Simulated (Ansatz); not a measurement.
Relaxation of CH7AlS (10 atoms, charge 0, multiplicity 1), to a largest force component of 0.03 eV/Å in at most 50 steps.

Method: Ansatz 0.2.0, RKS PBE0/6-31G*.

```xyz
10
Properties=species:S:1:pos:R:3
Al 0.034 -0.531 -0.480
C -0.057 -0.219 2.670
H -0.971 -0.172 3.267
H 0.819 -0.242 3.322
H -0.001 0.681 2.045
H 1.442 0.190 -0.564
H -1.374 0.148 -0.754
S 0.059 -2.724 -0.015
H -1.277 -2.878 -0.105
H -0.069 -1.140 2.059
```

Problem. Where does it end, and by what steps?

Solution. It converged. After 7 steps the energy has fallen by 0.105 eV; S8 moved furthest, 0.48 Å.

```tsv
step	energy less start (eV)	largest force component (eV/Å)	accepted
0	0.0000	0.540	yes
1	-0.0657	0.250	yes
2	-0.0805	0.251	yes
3	-0.0971	0.169	yes
4	-0.1008	0.098	yes
5	-0.1029	0.104	yes
6	-0.1039	0.075	yes
7	-0.1046	0.027	yes
```

```xyz
10
Properties=species:S:1:pos:R:3
Al 0.014 -0.658 -0.387
C -0.034 -0.105 2.726
H -0.974 -0.022 3.277
H 0.814 0.021 3.403
H 0.003 0.689 1.970
H 1.431 0.052 -0.410
H -1.390 0.080 -0.445
S 0.030 -2.853 -0.473
H -1.312 -2.988 -0.491
H 0.025 -1.104 2.275
```

Whether the end is a true minimum wasn't checked by a vibrational analysis.

Time of the run: 29 s on 1 thread of Arm Neoverse V1, with other jobs on the host, peak memory 0.14 GiB.
